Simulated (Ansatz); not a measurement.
**AlBPH+ (doublet): the correlation ladder, cc-pVDZ**

The task here is to estimate one member of a computed series from the others.

The runs use Ansatz 0.2.0, Gaussian basis; cc-pVDZ, core rule «outside noble gas», up to 11 orbitals frozen.

To be run: UHF; CCSD(T) on ROHF; CCSD(T) on UHF; BCCD(T) on ROHF; CISD; CCSDT(Q) on ROHF; CCSDT(Q) on UHF; CASSCF and MRCISD+Q, 9 electrons in 9 orbitals; CASSCF and NEVPT2, 9 electrons in 9 orbitals.

16 further runs of the same task are left out: 7 that didn't finish, 9 set aside as unsound or not needed.

### The system

The geometry is a PBE0/def2-TZVP stationary point (not a proven minimum) of the parent state, kept for this charge and spin.

4 atoms, charge 1, spin multiplicity 2.

Atoms are counted from 1 here; the program's logs count them from 0.

Bond lengths: Al1–P2 2.410 Å, P2–B3 1.903 Å, P2–H4 1.417 Å. Angles: Al1–P2–B3 153.5°, Al1–P2–H4 109.6°, B3–P2–H4 96.9°.

As a file:

```
Al    0.0000   -0.0953    1.7498
P     0.0000    0.1896   -0.6432
B     0.0000   -0.4517   -2.4352
H     0.0000    1.5713   -0.9570
```

The first run:

Contents of in.yaml:

```yaml
crystal:
  periodic: [false, false, false]
  atoms:
    - {symbol: Al, position_ang: [0.000000, -0.095312, 1.749815]}
    - {symbol: P, position_ang: [0.000000, 0.189551, -0.643168]}
    - {symbol: B, position_ang: [0.000000, -0.451689, -2.435182]}
    - {symbol: H, position_ang: [0.000000, 1.571307, -0.957031]}
basis:
  gaussian: {orbitals: cc-pVDZ}
total_charge: 1
magnetization: {spin_polarized: true, initial_magnetization: 1}
hamiltonian: {xc: hf}
output: {orbitals: {seedname: orbitals}}
```

The run is started by

```bash
$ ansatz run in.yaml --threads 1 --pin off --events-out ev --progress --plain --max-ram 2393MiB
```

Among the steps run: UHF; CCSD(T) on ROHF; CCSD(T) on UHF; BCCD(T) on ROHF; CISD; CCSDT(Q) on ROHF; CCSDT(Q) on UHF; CASSCF and MRCISD+Q, 9 electrons in 9 orbitals; CASSCF and NEVPT2, 9 electrons in 9 orbitals.

One table of the session follows, with a row left open; its other results are not shown here.

It belongs to the step «Misses and costs». 

```
           method  from RCCSDT(Q) (kcal/mol)
             ROHF                    +165.30
              UHF                    +161.17
             RMP2                     +37.33
             UMP2                     +42.71
             CISD                     +28.44
            RCCSD                     +10.64
            UCCSD                     +10.64
         RCCSD(T)                      +2.21
         UCCSD(T)                      +2.82
          BCCD(T)                      +2.22
           RCCSDT                          ?
           UCCSDT                      +0.69
        RCCSDT(Q)                          0
        UCCSDT(Q)                      -0.32
  CASSCF frontier                    +113.89
  NEVPT2 frontier                     +32.31
  MRCISD frontier                     +14.11
MRCISD+Q frontier                      +3.74
```

**Question.** Estimate the row for RCCSDT.

The run gave: from RCCSDT(Q) (kcal/mol): +0.70. In the column «from RCCSDT(Q) (kcal/mol)» it lies between UCCSDT (+0.69) and RCCSD(T) (+2.21).

To keep in mind: Warnings: spin contamination; large T1 diagnostic. Restricted and unrestricted rows rest on different reference determinants; where their highest levels disagree by more than a few hundredths of an eV, they describe different states and don't form one ladder.
